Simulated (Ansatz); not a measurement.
The cluster MgCl2⁺ (the lowest doublet isomer of a short search), 3 atoms. Hardware: 4 threads of Arm Neoverse V2 on a shared host.

Correlated methods freeze 11 core orbitals; core or outer-core shells of Mg are correlated, in sets that lack core-valence functions.

Problem. How many basis functions does each of these Ansatz runs have, and roughly what does it cost? HSE06-D4/def2-TZVP, charge 1 quartet, energy, from earlier orbitals; CAM-B3LYP-D4/def2-TZVP, charge 1 quartet, energy, from earlier orbitals; r2SCAN0-D4/def2-TZVP, charge 1 doublet, energy, from earlier orbitals; LDA (SPW92)/def2-TZVP, charge 1 quartet, energy, from earlier orbitals; r2SCAN-D4/def2-TZVP, charge 0 singlet at the geometry of the charge 1 doublet, energy, from earlier orbitals; PBE0-D4/def2-TZVP, charge 1 quartet, energy, from earlier orbitals; r2SCAN-D4/def2-TZVP, charge 0 triplet at the geometry of the charge 1 doublet, energy, from earlier orbitals; r2SCANh-D4/def2-TZVP, charge 1 doublet, energy, from earlier orbitals; LC-ωPBE (ω = 0.30 bohr⁻¹)/def2-TZVP, charge 1 quartet, energy, from earlier orbitals; LC-ωPBE (ω = 0.20 bohr⁻¹)/def2-TZVP, charge 1 doublet, energy, from earlier orbitals; LC-ωPBE (ω = 0.15 bohr⁻¹)/def2-TZVP, charge 0 singlet at the geometry of the charge 1 doublet, energy, from earlier orbitals; MP2/def2-TZVP, charge 1 quartet, energy, from earlier orbitals.

Solution. Other jobs shared the machine, so times can vary by a factor of up to 3. A dash marks memory too small to be measured apart from the calling script's.

| run | functions | fitting or Cholesky vectors | wall time | peak host memory (GiB) |
| --- | --- | --- | --- | --- |
| LDA (SPW92)/def2-TZVP, charge 1 quartet, energy, from earlier orbitals | 106 | 800 | 0.45 s | – |
| LC-ωPBE (ω = 0.15 bohr⁻¹)/def2-TZVP, charge 0 singlet at the geometry of the charge 1 doublet, energy, from earlier orbitals | 106 | 800 | 0.65 s | – |
| MP2/def2-TZVP, charge 1 quartet, energy, from earlier orbitals | 106 | 698 | 0.7 s | – |
| LC-ωPBE (ω = 0.20 bohr⁻¹)/def2-TZVP, charge 1 doublet, energy, from earlier orbitals | 106 | 800 | 1.1 s | – |
| r2SCAN-D4/def2-TZVP, charge 0 singlet at the geometry of the charge 1 doublet, energy, from earlier orbitals | 106 | 800 | 1.1 s | – |
| HSE06-D4/def2-TZVP, charge 1 quartet, energy, from earlier orbitals | 106 | 824 | 1.3 s | – |
| r2SCAN-D4/def2-TZVP, charge 0 triplet at the geometry of the charge 1 doublet, energy, from earlier orbitals | 106 | 800 | 2.1 s | – |
| r2SCANh-D4/def2-TZVP, charge 1 doublet, energy, from earlier orbitals | 106 | 800 | 2.3 s | – |
| r2SCAN0-D4/def2-TZVP, charge 1 doublet, energy, from earlier orbitals | 106 | 824 | 2.3 s | – |
| CAM-B3LYP-D4/def2-TZVP, charge 1 quartet, energy, from earlier orbitals | 106 | 814 | 2.4 s | – |
| LC-ωPBE (ω = 0.30 bohr⁻¹)/def2-TZVP, charge 1 quartet, energy, from earlier orbitals | 106 | 800 | 2.4 s | – |
| PBE0-D4/def2-TZVP, charge 1 quartet, energy, from earlier orbitals | 106 | 824 | 2.7 s | – |
